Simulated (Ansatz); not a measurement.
## Ansatz (development build ahead of 0.2.0) run

```yaml
crystal:
  periodic: [false, false, false]
  atoms:
    - { symbol: B, position_ang: [0.35758, -0.03089, 0.81529] }
    - { symbol: B, position_ang: [-0.35682, 0.01974, -0.8222] }
    - { symbol: H, position_ang: [-0.36908, 0.88379, 0.18472] }
    - { symbol: H, position_ang: [0.35505, -0.90285, -0.18601] }
    - { symbol: H, position_ang: [-0.28236, -0.47498, 1.72155] }
    - { symbol: H, position_ang: [1.46682, 0.38688, 0.96876] }
    - { symbol: H, position_ang: [-1.46378, -0.39625, -0.99491] }
    - { symbol: H, position_ang: [0.29465, 0.47028, -1.71665] }
basis:
  gaussian: { orbitals: def2-SVP }
total_charge: 1
magnetization:
  spin_polarized: true
  initial_magnetization: 1
hamiltonian:
  xc: hf
correlation:
  method: mp2
  frozen_orbitals: { B: 1, H: 0 }
output:
  forces: true
```

The input is written out in the form of the current development build from the run's settings.

The run gave:

```json
{"Converged": "yes", "Reference energy": "-52.33772 hartree", "Correlation energy": "-0.19883 hartree", "Total energy": "-52.53655 hartree", "Spin squared of the determinant": "0.781", "Stability test": "minimum"}
```

Forces (eV/Å):
```
atom      Fx      Fy      Fz
  B1  -1.229   0.071  -2.751
  B2   2.405  -0.195   5.615
  H3  -0.184   0.133  -0.278
  H4  -0.088  -0.109  -0.321
  H5  -0.260  -0.247   0.691
  H6   0.711   0.228   0.267
  H7  -1.549  -0.376  -1.252
  H8   0.195   0.494  -1.971
```

Caution: MP2 on this radical cation hangs on the determinant chosen; the determinant breaks the point group.
